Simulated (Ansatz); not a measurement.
Rhombohedral A7 Sb was calculated with PBEsol-D3(BJ) in Ansatz (plane waves, PAW).

Settings: plane-wave cutoff 520 eV, 16×16×16 k mesh, Fermi–Dirac smearing 0.05 eV, scalar-relativistic PAW data made under PBE.

Energies at three volumes about the minimum:

```tsv
V (Å³/atom)	E − E_lowest (meV/atom)
27.587	1.90
28.150	0.00
28.713	1.67
```

**Question.** Fit a parabola by hand: where is the minimum, and what is the bulk modulus?

**Answer.** Slopes: (0.00 − 1.90)/(28.150 − 27.587) = -3.375 and (1.67 − 0.00)/(28.713 − 28.150) = 2.966 meV/Å³. Curvature E″ = 2 × (2.966 − (-3.375))/(28.713 − 27.587) = 11.263 meV/Å⁶. From the middle of the first interval, the slope vanishes at V0 = 27.8685 − (-3.375)/11.263 = 28.168 Å³/atom. B = V0 E″ = 28.168 × 11.263 meV/Å³ × 0.1602 GPa per meV/Å³ = 50.8 GPa. The full Birch–Murnaghan fit to all volumes gives V0 = 28.157 Å³/atom and B0 = 50.5 GPa.

Shape and atoms are relaxed at each volume.

Measured, for comparison: bulk modulus 39.5 GPa (copied from a table, unchecked, extrapolated to 0 K and zero-point effects removed; as tabulated in Lejaeghere et al. (2013), arXiv:1204.2733). Computed (rounded) less measured: bulk modulus not scored (unchecked).

Note: the bulk modulus comes from volumes at which shape and atoms were relaxed.

Ansatz is an electronic-structure program.
